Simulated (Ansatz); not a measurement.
Two shapes of singlet CH₃O(-).

Shape 1:

```xyz
5

C     0.0199   -0.0392   -0.4842
O    -0.0005    0.0436    0.7569
H    -0.0310   -1.0521   -1.1004
H    -0.9238    0.4763   -1.0691
H     0.8577    0.4795   -1.0648
```

Shape 2:

```xyz
5

C     0.0000    0.0000   -0.4674
O     0.0000    0.0000    0.7189
H     0.0000   -0.9481   -0.9823
H    -0.8211    0.4741   -0.9823
H     0.8211    0.4741   -0.9823
```

Basis set: cc-pVDZ (spherical functions). Correlated methods keep 2 orbitals frozen. Charge -1, multiplicity 1.

Computed with Ansatz (development build ahead of 0.2.0); each method stands on the lowest determinant of its kind that the runs found.

Which shape is lower in energy, and by how much in each method?

| method | E(2) − E(1) (eV) |
| --- | --- |
| RHF | 0.575 |
| RHF-MP2 | 0.800 |

Shape 1 is lower. Caution: no diffuse functions for an anion; no unrestricted run beside it, a lower state can exist.
